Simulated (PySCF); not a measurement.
# AlH₃ + F₂ → AlH + 2 HF

Level: B3LYP in the def2-TZVP basis family, all electrons, no relativity, computed in PySCF with density fitting; open shells unrestricted.

| species | state and structure | E (Eh) | ZPE (kJ/mol) | H(298 K) − H(0) (kJ/mol) | S° (J/(mol K)) |
| --- | --- | --- | --- | --- | --- |
| AlH₃ | singlet, D3h, Al–H 1.580 Å (×3) | -244.23256 | 48.6 | 10.6 | 207.3 |
| F₂ | singlet, D∞h, F–F 1.396 Å | -199.59957 | 6.3 | 8.8 | 202.2 |
| AlH | singlet, C∞v, Al–H 1.662 Å | -243.00601 | 9.8 | 8.7 | 187.8 |
| HF | singlet, C∞v, H–F 0.924 Å | -100.49049 | 24.4 | 8.7 | 173.7 |

Q: What is the electronic reaction energy?

A: At B3LYP/def2-TZVP, ΔE = -406.6 kJ/mol from the differences of the total energies times 2625.5, downhill. 

Q: Add zero-point, thermal and entropy terms for 298.15 K and 1 bar.

A: ΔZPE = 3.7 and Δ[H(298) − H(0)] = 6.7 kJ/mol give ΔH° = -396.2 kJ/mol. ΔS° = 125.7 J/(mol K), so ΔG° = -396.2 − 298.15 × (0.1257) = -434 kJ/mol.

The structures come from searches over a few start shapes, so lower isomers are not excluded.
